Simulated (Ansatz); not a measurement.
# [Br···H···Cl], doublet: transfer scan

Starting geometry:

```xyz
3

Br    0.0000    0.0000   -1.5332
H     0.0000    0.0000   -0.1126
Cl    0.0000    0.0000    1.6458
```

From there H2 is moved from one fragment to the other while all else, the fragments' distance too, stays fixed; atoms are numbered as listed. Energies are in kcal/mol, counted from the starting geometry at the same level.

Basis cc-pVTZ; Ansatz 0.2.0. Correlated methods freeze the noble-gas cores and the filled d shells of p-block atoms. Prefix R: restricted or restricted open-shell reference; prefix U: unrestricted. No spin–orbit coupling is included, and no scalar relativity.

HF rows are the lowest solutions found. Coupled cluster chose its determinant by trial CCSD, here up to 0.04 eV above the lowest Hartree–Fock solution of its kind, and MP2 stands on that determinant too.

Full CI isn't at hand for all of this; UCCSDT(Q) serves as the reference, and is uncertain by about the last step of the cluster series. The frozen core follows each run's orbitals, which can shift R against U totals by a few meV for light atoms and by up to 0.1 eV past Ca.

| distance Br1-H2 (Å) | UCCSDT(Q) | error UHF | error RMP2 | error BCCD(T) | error RCCSDT | error UCCSDT | error RCCSDT(Q) |
| --- | --- | --- | --- | --- | --- | --- | --- |
| 1.421 | 0.0 | 0.0 | 0.0 | 0.0 | 0.0 | 0.0 | 0.0 |
| 1.479 | -0.5 | 1.7 | 0.4 | 0.0 | 0.0 | 0.0 | 0.0 |
| 1.596 | -1.0 | 4.4 | -0.6 | 0.1 | 0.1 | 0.1 | 0.0 |
| 1.712 | -4.1 | 4.3 | -0.5 | 0.1 | 0.1 | 0.1 | 0.0 |
| 1.829 | -8.9 | 1.7 | -0.9 | 0.0 | 0.1 | 0.0 | 0.0 |

Errors are those of relative energies. In total energy the starting point itself misses UCCSDT(Q) by: UHF 251.3, RMP2 34.1, BCCD(T) 1.1, RCCSDT 0.4, UCCSDT 0.3, RCCSDT(Q) 0.0 kcal/mol.

Spread of the error over the points with a reference, to 1.829 Å (largest less smallest): RCCSDT(Q) 0.0, UCCSDT 0.1, BCCD(T) 0.1, RCCSDT 0.1, RMP2 1.3, UHF 4.4 kcal/mol.
